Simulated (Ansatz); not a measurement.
# Cr (Cr, bcc): the cost of one run

Computed with Ansatz 0.2.0 (DFT PBE, plane waves (420 eV) with PAW, scalar-relativistic, unless a step says otherwise).

### 1 Starting point

Symmetry: Im-3m, No. 229, cubic system. The conventional cell has a = 2.884 Å, b = 2.884 Å, c = 2.884 Å, α = 90.00°, β = 90.00°, γ = 90.00°. Around Cr (site symmetry m-3m) lie 8 Cr at 2.50 Å.

Coordinates:

```xyz
1
Lattice="-1.4420 1.4420 1.4420 1.4420 -1.4420 1.4420 1.4420 1.4420 -1.4420" Properties=species:S:1:pos:R:3 pbc="T T T"
Cr    0.0000    0.0000    0.0000
```

Starting moments (μB): +1.5.

### 2 Relaxing cell and atoms

input.yaml reads:

```yaml
crystal:
  lattice:
    - [-1.44195, 1.44195, 1.44195]
    - [1.44195, -1.44195, 1.44195]
    - [1.44195, 1.44195, -1.44195]
  atoms:
    - { symbol: Cr, position: [0.0, 0.0, 0.0], spin: 1.5 }
hamiltonian:
  xc: pbe
  pseudopotentials:
    kind: paw
    azcp:
      Cr: "pseudopotentials/Cr.paw.azcp"
basis:
  ecutwfc: 420
  fft_grid_basis: typed
kpoints:
  mp_grid: { grid: [15, 15, 15], shift: [0, 0, 0] }
magnetization:
  spin_polarized: true
scf:
  occupations: { method: fermi_dirac, width: 0.05 }
relax:
  max_steps: 60
  f_tol: 0.01
  cell: {}
```

Q: Estimate wall time and peak memory on 1 thread of an x86-64 CPU, shared host.

About 23 s, with a peak of 0.44 GiB.
